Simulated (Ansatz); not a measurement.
**Worked example: correlation energy of C2H3ClO, singlet**

Geometry: MP2(full)/6-31G*, from the G2/97 set.

```xyz
7

C     0.0781    0.5749    0.0000
C     1.5642    0.7674    0.0000
Cl   -0.3741   -1.1670    0.0000
O    -0.7674    1.4260    0.0000
H     1.7792    1.8358    0.0000
H     1.9960    0.2911    0.8827
H     1.9960    0.2911   -0.8827
```

Basis cc-pV(D+d)Z; Ansatz 0.2.0. Correlated methods freeze the noble-gas cores, which leaves 24 electrons in 72 orbitals. R marks a restricted (for open shells ROHF) determinant.

Full CI isn't at hand for all of this; RCCSDT(Q) serves as the reference, and is uncertain by about the last step of the cluster series.

Runs differ by some tens of microhartree through their thresholds, so steps under 0.03 kcal/mol mean nothing.

```json
{"level": "RHF", "total energy (hartree)": "-611.866198"}
{"level": "RMP2", "total energy (hartree)": "-612.462533"}
{"level": "RCCSD", "total energy (hartree)": "-612.493543"}
{"level": "RCCSD(T)", "total energy (hartree)": "-612.514376"}
{"level": "RCCSDT", "total energy (hartree)": "-612.515225"}
{"level": "RCCSDT(Q)", "total energy (hartree)": "-612.517086"}
```

What is the correlation energy at RCCSDT(Q), and what share of it do RMP2 and RCCSD recover?

E(corr) = -612.517086 − (-611.866198) = -0.650888 hartree = -17.712 eV. RMP2: -0.596335 / -0.650888 = 91.62 %. RCCSD: -0.627345 / -0.650888 = 96.38 %.

By how many kcal/mol does RCCSD(T) miss RCCSDT(Q) (1 hartree = 627.509 kcal/mol), and which steps make up the rest?

-612.514376 − (-612.517086) = 0.002710 hartree = 1.70 kcal/mol. Steps: RCCSDT − RCCSD(T) = -0.53, RCCSDT(Q) − RCCSDT = -1.17 kcal/mol. Differences between like states or geometries often cancel part of this.
